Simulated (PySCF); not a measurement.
Ionising NaF

RHF-MP2; PySCF, no relativity, basis sets Na def2-SVPD, F def2-SVPD. Neutral (RHF): singlet (closed shell), Re = 1.961 Å, ωe = 514 cm⁻¹, De = 5.20 eV.

NaF⁻ (UHF): doublet (σ ↑), Re = 2.048 Å, ωe = 414 cm⁻¹, De = 1.98 eV to Na + F⁻. The energies at the minima are -261.42061 hartree for NaF and -261.43457 for NaF⁻.

Work out the adiabatic electron affinity, without and with harmonic zero-point energies (1 hartree = 27.2114 eV, 1 eV = 8065.5 cm⁻¹), and the change of the bond length.

At MP2: 0.01396 hartree = 0.380 eV between the minima; the zero-point term (514.0 − 414.0)/2 cm⁻¹ = +0.006 eV makes it 0.386 eV. Re changes by +8.7 pm against the neutral. The electron enters a σ orbital, and the longer bond of the ion fits an antibonding orbital, or a change in how ionic the bond is.

Correlated steps freeze 2 core orbitals. Correlated levels converge slowly with the basis: in double zeta they bind strong bonds too weakly, by up to about 1 eV, and carry superposition errors of some tenths. For an ion De counts to the pair picked by the measured ionisation energies or electron affinities, which need not be the lowest pair at this level. Where the molecule has an RHF reference, its open-shell atoms are computed with UHF. States were picked by a PBE0 search and need not be the measured ground states.

Neutral and ion stand on different kinds of reference determinant, which adds to the error of the difference.
